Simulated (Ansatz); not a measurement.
| atom | x (Å) | y (Å) | z (Å) |
| --- | --- | --- | --- |
| C | 0.0000 | 0.0000 | 0.6081 |
| C | 0.0000 | 0.0000 | -0.6081 |
| H | 0.0000 | 0.0000 | -1.6740 |
| H | 0.0000 | 0.0000 | 1.6740 |

Basis set: pcseg-2 (spherical functions). Charge 0, multiplicity 1.

Computed with Ansatz (development build ahead of 0.2.0); free ground-state atoms in the same class of orbitals, no zero-point energy, no relativity. Restricted functionals stand beside restricted open-shell atoms, which can lie above the unrestricted atoms usual in DFT and then raise those values.

The atomization energy of singlet C₂H₂ from measured heats of formation, zero-point and thermal terms removed is 17.585 eV (G2/97 set, Curtiss et al., J. Chem. Phys. 106, 1063 (1997), as shipped with ASE); it holds spin-orbit and other relativistic effects.

**Question.** How far do ωB97X (restricted), PBE0 (unrestricted) miss it in this basis?

**Answer.**

```
             method  atomization energy (eV)  computed − measured (eV)
 ωB97X (restricted)                   17.554                    -0.031
PBE0 (unrestricted)                   17.532                    -0.053
```
